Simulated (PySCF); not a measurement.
# Dipole moment and polarisability across levels of theory

Compound: C2H2F2.
Cartesian coordinates in Å at the PBE0-D3(BJ)/def2-SVP level; atoms count from 1:
```
atom  x, y, z in Å
F1    -1.6093   -0.6607    0.0008
C2    -0.6273    0.2282   -0.0004
C3     0.6583   -0.1105    0.0000
F4     1.0753   -1.3680    0.0019
H5    -0.9498    1.2719   -0.0014
H6     1.4527    0.6392   -0.0009
```

PySCF, dipoles from the SCF density, polarisabilities from static response with core orbitals frozen. Geometry: PBE0-D3(BJ)/def2-SVP; no solvent, vibrations or thermal averaging.

**Question.** How do dipole and polarisability depend on functional and basis here?

**Answer.** 

| level | μ (D) | error (%) | α (au) | anisotropy (au) |
| --- | --- | --- | --- | --- |
| LDA/def2-SVPD | 2.125 | -12.2 | 28.81 | 13.38 |
| PBE/def2-SVPD | 2.050 | -15.3 | 28.72 | 13.57 |
| B3LYP/def2-SVPD | 2.256 | -6.8 | 27.95 | 13.42 |
| PBE0/def2-SVPD | 2.243 | -7.3 | 27.66 | 13.17 |
| BHandHLYP/def2-SVPD | 2.450 | +1.2 | 27.03 | 13.23 |
| CAM-B3LYP/def2-SVPD | 2.345 | -3.1 | 27.74 | 13.50 |
| wB97X-D/def2-SVPD | 2.282 | -5.7 | 27.80 | 12.99 |
| LC-wPBE/def2-SVPD | 2.335 | -3.5 | 27.45 | 13.52 |
| HF/def2-SVPD | 2.618 | +8.2 | 26.39 | 13.22 |
| PBE0/6-31G* | 2.089 | -13.7 | 21.10 | 17.08 |
| PBE0/def2-SVP | 2.208 | -8.8 | 21.55 | 15.89 |
| PBE0/6-31+G* | 2.423 | +0.1 | 25.52 | 14.41 |
| PBE0/aug-cc-pVDZ | 2.189 | -9.6 | 28.13 | 12.91 |
| PBE0/def2-TZVP | 2.207 | -8.8 | 25.55 | 14.09 |
| PBE0/def2-TZVPD | 2.167 | -10.5 | 28.48 | 12.88 |
| PBE0/aug-cc-pVTZ | 2.171 | -10.3 | 28.59 | 12.73 |

Reference dipole: 2.420 D (measured, gas; NIST CCCBDB Release 22 (SRD 101), experimental dipoles). The anisotropy is √(½[(α1 − α2)² + (α2 − α3)² + (α3 − α1)²]). For the dipole, the smallest error is 0.1% (PBE0/6-31+G*) and the largest 15.3% (PBE/def2-SVPD). The dipole runs from 2.05 D (PBE/def2-SVPD) to 2.62 D (HF/def2-SVPD). No reference polarisability is at hand; against PBE0 in the largest diffuse basis at hand (aug-cc-pVTZ) the other PBE0 rows deviate by 6-31G* -26%, def2-SVP -25%, 6-31+G* -11%, def2-SVPD -3%, aug-cc-pVDZ -2%, def2-TZVP -11%, def2-TZVPD 0%. In one basis (def2-SVPD) the functionals order the polarisability from HF (lowest) to LDA (highest), a spread of 9%. With PBE0 the polarisability is 22.73 au without diffuse functions (mean of 6-31G*, def2-SVP and def2-TZVP) and 27.68 au with them (mean of 6-31+G*, def2-SVPD, aug-cc-pVDZ, def2-TZVPD and aug-cc-pVTZ). Measured values can belong to vibrating molecules; the computed ones are for one fixed geometry.
